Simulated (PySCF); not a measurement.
# Basis-set dependence of excited states

Compound: copper monofluoride, CuF (singlet state).
Structure used (PBE0-D3(BJ)/def2-SVP), in Å, numbered top down from 1:
```
atom  x, y, z in Å
F1     0.8993   -0.0675   -0.0009
Cu2   -0.8495   -0.0203   -0.0213
```

TDDFT with PBE0 (PySCF), vertical singlets, core orbitals frozen in the response, spherical d and f functions. Isolated species at its PBE0-D3(BJ)/def2-SVP geometry, gas phase.

```tsv
basis	functions	diffuse	S1 (eV)	S2 (eV)	S3 (eV)	S4 (eV)	S5 (eV)	LUMO (eV)	α (au)
def2-SVP	45	no	2.27	2.27	2.52	2.73	2.73	-2.44	15.7
def2-SVPD	57	yes	2.39	2.39	2.45	2.78	2.78	-2.83	20.6
def2-TZVP	76	no	2.58	2.58	2.63	3.11	3.11	-2.85	17.0
aug-cc-pVDZ	82	yes	2.51	2.51	2.52	2.97	2.97	-2.99	21.9
def2-TZVPD	88	yes	2.56	2.57	2.57	3.06	3.06	-3.02	21.5
aug-cc-pVTZ	139	yes	2.55	2.56	2.56	3.05	3.05	-2.95	22.2
```

Q: Compare the sets with the largest diffuse one.

A: States are compared by their number. Against the largest diffuse basis here (aug-cc-pVTZ, itself not a converged limit), sets without diffuse functions differ by up to 0.28 eV in S1 and 0.32 eV in S5; the smaller diffuse sets differ by up to 0.16 and 0.27 eV. S1 is led by HOMO-2/HOMO-1→LUMO (≥89%) in def2-SVP and by HOMO→LUMO (97%) in aug-cc-pVTZ. S1 is led by HOMO-2/HOMO-1→LUMO (≥91%) in def2-TZVP and by HOMO→LUMO (97%) in aug-cc-pVTZ. State by state, the largest deviation of a set without diffuse functions is S1 0.28, S2 0.29, S3 0.07, S4 0.32, S5 0.32 eV. The same number needn't mean the same state in each row. Against aug-cc-pVTZ the polarisability deviates by -29% in def2-SVP, -7% in def2-SVPD, -23% in def2-TZVP, -1% in aug-cc-pVDZ, -3% in def2-TZVPD.
